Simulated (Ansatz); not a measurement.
Two isomers of C6H10: A = `C1CC1C1CC1`, B = `C=CCCC=C`.

Computed with Ansatz on PBE0-D4/def2-TZVP structures; ΔE is electronic, products minus reactants. CCSD(T)/CBS is the MP2 limit (def2-TZVPP, def2-QZVPP) plus CCSD(T) − MP2 in def2-TZVPP, frozen cores. Functionals use def2-TZVPP. B3LYP here is the variant with VWN-RPA as its local correlation; programs differ in this. One conformer a species, not always the lowest.

Question: Which is lower in electronic energy at CCSD(T)/CBS, and by how much? (Best estimate.)

Answer: The calculation gave: B, by 50.2 kJ/mol.

Question: Give E(B) − E(A) in kJ/mol with B3LYP, PBE-D4, ωB97M-V, B3LYP-D4, CCSD(T)/def2-TZVPP, PBE0-D4, CCSD(T)/def2-SVP. (An estimate is asked.)

Answer: Computed: B3LYP -58.8, PBE-D4 -27.7, ωB97M-V -33.8, B3LYP-D4 -59.9, CCSD(T)/def2-TZVPP -47.5, PBE0-D4 -15.5, CCSD(T)/def2-SVP -40.3. None reverses the order clearly.

Question: Does the order hold for the free energy at 298.15 K (harmonic terms from PBE0-D4)? (An estimate is asked.)

Answer: Ansatz gave: Yes: G(B) − G(A) = -62.3 kJ/mol, for one conformer each.

Largest T1 diagnostic: 0.010.

At CCSD(T), def2-SVP lies +9.9 kJ/mol from the extrapolated value and def2-TZVPP +2.7 kJ/mol. From PBE to PBE0 (25 % exact exchange), in def2-TZVPP and without D4, E(B) − E(A) moves by +12.3 kJ/mol.
